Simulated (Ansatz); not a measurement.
A made-up structure of C$_{2}$H$_{7}$S (charge +1), singlet:

```xyz
10
angstrom
C -1.1660 0.6738 -0.4716
S 1.0702 -0.5221 0.7861
C -0.2246 -0.8507 -0.4097
H -1.8692 0.5800 -1.2998
H -0.5090 1.5315 -0.6022
H -1.7178 0.7366 0.4668
H 0.3373 -0.7381 -1.3015
H 0.4721 -0.4938 2.0072
H 1.9358 -1.5696 0.7311
H 1.6954 0.6548 0.5145
```

It is relaxed with PBE-D4/def2-SVP and then PBE0-D4/def2-TZVP (Ansatz 0.2.0). Atoms count as bonded within 1.22 times the sum of their covalent radii (H–H: 0.88 Å). The end point is not checked to be a true minimum.

Q: Does its bonding change? (Judge from chemistry; the calculation decides.)

A: The calculation gives: No: no bond forms or breaks.

Where it ends: The first stage lowers the energy by 2.00 eV in 12 steps. It ends as C₂H₇S ([CH3][CH][SH3]), total charge +1:
```json
{"atom": "C1", "x (Å)": "-1.1680", "y (Å)": "0.6123", "z (Å)": "-0.4763"}
{"atom": "S2", "x (Å)": "1.0489", "y (Å)": "-0.4184", "z (Å)": "0.6796"}
{"atom": "C3", "x (Å)": "-0.0671", "y (Å)": "-0.3952", "z (Å)": "-0.5040"}
{"atom": "H4", "x (Å)": "-2.0062", "y (Å)": "0.1798", "z (Å)": "-1.0282"}
{"atom": "H5", "x (Å)": "-0.9092", "y (Å)": "1.5588", "z (Å)": "-0.9568"}
{"atom": "H6", "x (Å)": "-1.5109", "y (Å)": "0.8194", "z (Å)": "0.5412"}
{"atom": "H7", "x (Å)": "0.3472", "y (Å)": "-0.7559", "z (Å)": "-1.4435"}
{"atom": "H8", "x (Å)": "0.4005", "y (Å)": "-0.3547", "z (Å)": "1.8730"}
{"atom": "H9", "x (Å)": "1.7269", "y (Å)": "-1.5894", "z (Å)": "0.6102"}
{"atom": "H10", "x (Å)": "2.1620", "y (Å)": "0.3457", "z (Å)": "1.1256"}
```

Labels in which every atom is bracketed show which atoms are joined, not bond orders.

For scale, one of the runs: PBE0-D4/def2-TZVP relaxation, 141 basis functions, launched by `ansatz run in.yaml --threads 2 --pin off --events-out ev --progress --plain --max-ram 4352MiB`. Hardware: 2 CPU threads of an Arm Neoverse V2, shared host. Wall time about 26 s.
